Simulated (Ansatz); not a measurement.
`CCCC(O)CC`. Charge 0, multiplicity 1.

Cartesian coordinates in Å:
```
C 1.514 1.672 -2.311
C 1.082 0.395 -1.612
C 0.308 0.659 -0.332
C -0.192 -0.602 0.356
O -1.050 -1.350 -0.493
C -0.858 -0.301 1.690
C -1.280 -1.547 2.447
H 0.650 2.283 -2.587
H 2.074 1.460 -3.225
H 2.153 2.282 -1.665
H 0.466 -0.211 -2.283
H 1.962 -0.214 -1.377
H -0.556 1.305 -0.547
H 0.935 1.220 0.370
H 0.660 -1.270 0.531
H -1.818 -0.804 -0.687
H -1.729 0.342 1.505
H -0.167 0.294 2.298
H -1.951 -2.160 1.844
H -0.411 -2.162 2.701
H -1.791 -1.293 3.378
```

Q: Give the diagnostics of a CCSD(T)/def2-TZVPP run (frozen core, the Gaussian-basis code of Ansatz). (Estimate.)

A: The calculation gave: T1 = 0.0093, largest single amplitude 0.010, largest double 0.008, (T) share of the correlation energy 3.7 %, 8 CCSD cycles. The RHF solution is stable towards an unrestricted one. T1 lies under the customary mark of 0.02 for closed shells.
